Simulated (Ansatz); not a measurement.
**HSO− (SMILES [O-]S): single points off equilibrium**

The task here is to estimate one member of a computed series from the others.

Computed with Ansatz 0.2.0, Gaussian basis. Level: single points in def2-TZVPPD.

Correlated methods freeze the cores.

**The starting structure**

3 atoms, charge -1, spin multiplicity 1.

Atoms are counted from 1 here; the program's logs count them from 0.

Bond lengths: O1–S2 1.474 Å, S2–H3 1.358 Å. Angles: O1–S2–H3 108.7°.

Geometry (Å):

```xyz
3
charge -1, multiplicity 1
O    -0.0237    1.2299    0.1407
S    -0.5251   -0.1305   -0.1260
H     0.4558   -1.0216    0.1692
```

Set-up of the first run:

The input, run/in.yaml:

```yaml
crystal:
  periodic: [false, false, false]
  atoms:
    - {symbol: O, position_ang: [-0.023700, 1.229900, 0.140700]}
    - {symbol: S, position_ang: [-0.525100, -0.130500, -0.126000]}
    - {symbol: H, position_ang: [0.455800, -1.021600, 0.169200]}
basis:
  gaussian: {orbitals: "def2-TZVPPD.json"}
total_charge: -1
correlation: {method: ccsd_t}
output: {forces: true}
```

The basis file named in the input lies beside it (Basis Set Exchange, JSON).

No record of the launch command was kept for these runs.

Among the steps run: CCSD(T)/def2-TZVPPD; PBE0-D4/def2-TZVPPD; wB97M-V/def2-TZVPPD; r2SCAN-D4/def2-TZVPPD; PBE-D4/def2-TZVPPD; revPBE-D4/def2-TZVPPD; BLYP-D4/def2-TZVPPD.

One of the session's tables, all rows but one given; the rest of the session is left out.

| method | RMS force component (eV/Å) | angle to CCSD(T) forces (°) |
| --- | --- | --- |
| CCSD(T) | 2.190 | reference |
| PBE0-D4 | 1.856 | 2.7 |
| wB97M-V | ? | ? |
| r2SCAN-D4 | 1.958 | 3.7 |
| PBE-D4 | 2.174 | 5.8 |
| revPBE-D4 | 2.268 | 5.7 |
| BLYP-D4 | 2.297 | 5.2 |

Estimate the missing values for wB97M-V.

As computed: RMS force component (eV/Å): 1.973; angle to CCSD(T) forces (°): 0.8. In the column «RMS force component (eV/Å)» it lies between r2SCAN-D4 (1.958) and PBE-D4 (2.174).

Caveats from the session: The anion's highest level is positive in at least one run, so there the basis alone may hold the extra electron.
